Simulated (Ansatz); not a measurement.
# C2H2FN: rigid scan of one bond length

How does the energy of C2H2FN change as one bond is stretched? The task is a rigid scan of one bond length, for C2H2FN. SMILES: N=C=CF.

Program: Ansatz 0.2.0 through its Python package. Level of theory: CAM-B3LYP/cc-pVDZ. These are calculated values, not measurements.

## 1. The system

Bond lengths: N1–C2 1.117 Å, C2–C3 1.274 Å, C3–F4 1.378 Å, N1–H5 1.046 Å, C3–H6 1.091 Å. Angles: N1–C2–C3 179.1°, C2–N1–H5 115.9°, C2–C3–F4 123.0°, C2–C3–H6 125.5°, F4–C3–H6 111.0°.

No structure file is read: the coordinates are typed or built in the script.

## 2. The script

c2h2fn_scan.py reads:

```python
import ansatz as az
from ase import Atoms
import matplotlib.pyplot as plt
import numpy as np

atoms = Atoms(['N', 'C', 'C', 'F', 'H', 'H'], positions=[
    (-0.5137, 1.269, -0.7103),
    (-0.1927, 0.4094, -0.0736),
    (0.1872, -0.5753, 0.6392),
    (0.8058, -1.6885, 0.1121),
    (-0.4441, 1.1223, -1.7436),
    (0.1996, -0.6009, 1.73),
])
c2h2fn = az.Crystal.molecule_from_ase(atoms)

symbols = [site.symbol for site in c2h2fn.cartesian_sites]
start = np.array([site.position_ang for site in c2h2fn.cartesian_sites])
axis = (start[1] - start[2]) / np.linalg.norm(start[1] - start[2])
moving = [0, 1, 4]
lengths, energies = [1.121, 1.172, 1.223, 1.274, 1.325, 1.375, 1.426, 1.503], []
for length in lengths:
    xyz = start.copy()
    xyz[moving] += (length - np.linalg.norm(start[1] - start[2])) * axis
    point = az.Crystal.molecule()
    for symbol, place in zip(symbols, xyz):
        point = point.atom(symbol, place.tolist())
    model = (
        point.calculation()
        .basis(gaussian='cc-pVDZ')
        .functional('cam_b3lyp')
    )
    r = model.run(threads=1).report
    energies.append(r['free_energy_ev'])
    print(f'r = {length:6.3f} A  E = {energies[-1]:.5f} eV  <S^2> = {abs(r["mean_field"]["state"]["spin_squared"]):.3f}')

fit = np.polynomial.Polynomial.fit(lengths, np.array(energies) - min(energies), 4).convert()
roots = [r.real for r in fit.deriv().roots() if abs(r.imag) < 1e-9 and fit.deriv(2)(r.real) > 0]
r_e = min(roots, key=lambda r: abs(r - lengths[int(np.argmin(energies))]))
print(f'minimum of the fit at {r_e:.4f} A, force constant {fit.deriv(2)(r_e):.2f} eV/A^2')
plt.figure(figsize=(4.5, 3))
plt.plot(lengths, np.array(energies) - min(energies), 'o-')
plt.xlabel('bond length (A)')
plt.ylabel('E - E(min) (eV)')
plt.tight_layout()
plt.savefig('scan.png', dpi=100)
```

## 3. Running it

Started as:

```bash
python c2h2fn_scan.py
```

Without the output at hand: what should come out? Wanted: range of energy; lowest point, distance.

**Answer**, as computed:

| quantity | value |
| --- | --- |
| bond length at the fit's minimum | 1.3344 Å |
| runs compared | 8 |
| range of energy | 2.070 eV |
| lowest point, distance (Å) | 1.32 |

In words: The lowest point, at 1.32, lies inside the range. The ends stand 2.07 and 0.607 eV above it. The distance scanned is the script's pair 2, 1. Caveats:
- The rest of the molecule is held rigid at a force-field or estimated start geometry, and the basis set is modest; single-reference methods fail as a bond breaks.
- The orbitals are restricted, so S² is zero by construction.
- Toward dissociation an unrestricted state can lie under the restricted one, by tenths of an eV for polar bonds under a functional and by 1 to 2 eV or more for others.
